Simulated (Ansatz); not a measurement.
AlCl2H (AlHCl2), relaxed as a singlet with RKS PBE0-D4/def2-TZVP in Ansatz, starting from the GFN2-xTB geometry. Force threshold 0.02 eV/Å.

Start:

```xyz
4

Al   -0.035    0.018    0.085
Cl    1.977   -0.020   -0.112
Cl   -1.330   -0.309   -1.435
H    -0.612    0.312    1.462
```

```json
{"step": "1", "energy (eV)": "-31651.7868", "largest force component (eV/Å)": "1.204", "SCF passes": "12"}
{"step": "2", "energy (eV)": "-31651.8843", "largest force component (eV/Å)": "0.169", "SCF passes": "17"}
{"step": "3 (rejected)", "energy (eV)": "-31651.8815", "largest force component (eV/Å)": "0.267", "SCF passes": "18"}
{"step": "4", "energy (eV)": "-31651.8856", "largest force component (eV/Å)": "0.018", "SCF passes": "19"}
```

Force components are those of the run's own axes.

End:

Cartesian coordinates in Å:
```
Al -0.054 0.027 0.128
Cl 2.007 -0.033 -0.173
Cl -1.307 -0.323 -1.498
H -0.646 0.329 1.543
```

By distances, no bond broke or formed. The bond that changes most is Al1–Cl2, from 2.02 to 2.08 Å (atoms count from 1).

No frequencies were taken in this run, so the end may be a saddle point.

Hardware: 4 threads of Arm Neoverse V1 on a shared host. Wall time 3 s.
